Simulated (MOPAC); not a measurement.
MOPAC input (PM7):

```
PM7 1SCF CHARGE=-1 GEO-OK AUX(PRECISION=9) THREADS=1
C3H7O

O     0.08242012 1   -0.65307308 1   -0.27251841 1
C     0.05944358 1    0.81611492 1    0.02420122 1
C     1.27962424 1   -1.22791635 1    0.11217570 1
C    -1.41575988 1    1.14327758 1    0.16617260 1
H     0.38802558 1    1.28228298 1   -0.93384472 1
H     1.20119300 1   -2.32198246 1   -0.00706601 1
H     2.13924714 1   -0.88864672 1   -0.50001802 1
H     1.53362274 1   -0.98388112 1    1.15823764 1
H    -2.08405563 1    0.76161145 1   -0.64762280 1
H    -1.83735447 1    0.75179719 1    1.10337251 1
H    -1.53988680 1    2.23454646 1    0.19179143 1
```

From the last part of the output:

```
                                                       MOPAC v23.2.5 Linux

          FINAL HEAT OF FORMATION =         -4.12031 KCAL/MOL =     -17.23938 KJ/MOL

          COSMO AREA              =        107.58 SQUARE ANGSTROMS
          COSMO VOLUME            =         89.83 CUBIC ANGSTROMS

          IONIZATION POTENTIAL    =          0.815781 EV
          HOMO LUMO ENERGIES (EV) =         -0.816  9.414
          NO. OF FILLED LEVELS    =         13
          MOLECULAR WEIGHT        =         59.0877         POINT GROUP:  C1

          MOLECULAR DIMENSIONS (Angstroms)

            Atom       Atom       Distance
            H    11    H     6     5.32119
            H     5    H    10     2.96544
            H     8    H     9     2.91045

          SCF CALCULATIONS        =          1

   ATOM   CHEMICAL          X               Y               Z
  NUMBER   SYMBOL      (ANGSTROMS)     (ANGSTROMS)     (ANGSTROMS)

     1       O          0.08242012  *  -0.65307308  *  -0.27251841  *
     2       C          0.05944358  *   0.81611492  *   0.02420122  *
     3       C          1.27962424  *  -1.22791635  *   0.11217570  *
     4       C         -1.41575988  *   1.14327758  *   0.16617260  *
     5       H          0.38802558  *   1.28228298  *  -0.93384472  *
     6       H          1.20119300  *  -2.32198246  *  -0.00706601  *
     7       H          2.13924714  *  -0.88864672  *  -0.50001802  *
     8       H          1.53362274  *  -0.98388112  *   1.15823764  *
     9       H         -2.08405563  *   0.76161145  *  -0.64762280  *
    10       H         -1.83735447  *   0.75179719  *   1.10337251  *
    11       H         -1.53988680  *   2.23454646  *   0.19179143  *

                             CARTESIAN COORDINATES

   1    O        0.082420120    -0.653073080    -0.272518410
   2    C        0.059443580     0.816114920     0.024201220
   3    C        1.279624240    -1.227916350     0.112175700
   4    C       -1.415759880     1.143277580     0.166172600
   5    H        0.388025580     1.282282980    -0.933844720
   6    H        1.201193000    -2.321982460    -0.007066010
   7    H        2.139247140    -0.888646720    -0.500018020
   8    H        1.533622740    -0.983881120     1.158237640
   9    H       -2.084055630     0.761611450    -0.647622800
  10    H       -1.837354470     0.751797190     1.103372510
  11    H       -1.539886800     2.234546460     0.191791430

           Empirical Formula: C3 H7 O  =    11 atoms

      MOLECULAR POINT GROUP   :   C1

                  EIGENVALUES
 -22.26071 -19.62099 -17.78060 -13.01577  -9.80204  -9.30332  -9.11747  -8.07541
  -7.47590  -5.78353  -5.23860  -3.50753  -0.81578   9.41400  10.53232  10.79142
  11.16549  11.35868  11.51533  11.67317  12.22618  12.99104  13.91023

              NET ATOMIC CHARGES AND DIPOLE CONTRIBUTIONS

  ATOM NO.   TYPE          CHARGE      No. of ELECS.   s-Pop       p-Pop
    1          O          -0.497337        6.4973     1.88269     4.61464
    2          C          -0.384073        4.3841     1.32810     3.05597
    3          C          -0.133210        4.1332     1.06216     3.07105
    4          C          -0.441568        4.4416     1.05922     3.38235
    5          H          -0.013634        1.0136     1.01363
    6          H           0.062251        0.9377     0.93775
    7          H           0.063959        0.9360     0.93604
    8          H           0.091811        0.9082     0.90819
    9          H           0.070077        0.9299     0.92992
   10          H           0.094524        0.9055     0.90548
   11          H           0.087201        0.9128     0.91280
 DIPOLE           X         Y         Z       TOTAL
 POINT-CHG.     1.380    -1.603     0.932     2.312
 HYBRID        -1.453    -0.474    -1.522     2.157
 SUM           -0.073    -2.077    -0.590     2.160

          ATOMIC ORBITAL ELECTRON POPULATIONS

     Atom    s        px        py        pz
    1  O   1.88269   1.33835   1.42331   1.85298
    2  C   1.32810   1.02982   0.65230   1.37385
    3  C   1.06216   0.95441   1.02084   1.09580
    4  C   1.05922   1.16873   1.10081   1.11281
    5  H   1.01363
    6  H   0.93775
    7  H   0.93604
    8  H   0.90819
    9  H   0.92992
   10  H   0.90548
   11  H   0.91280

 **********************
 *                    *
 * JOB ENDED NORMALLY *
 *                    *
 **********************

 == MOPAC DONE ==
```

The dipole moment of an ion depends on the origin.
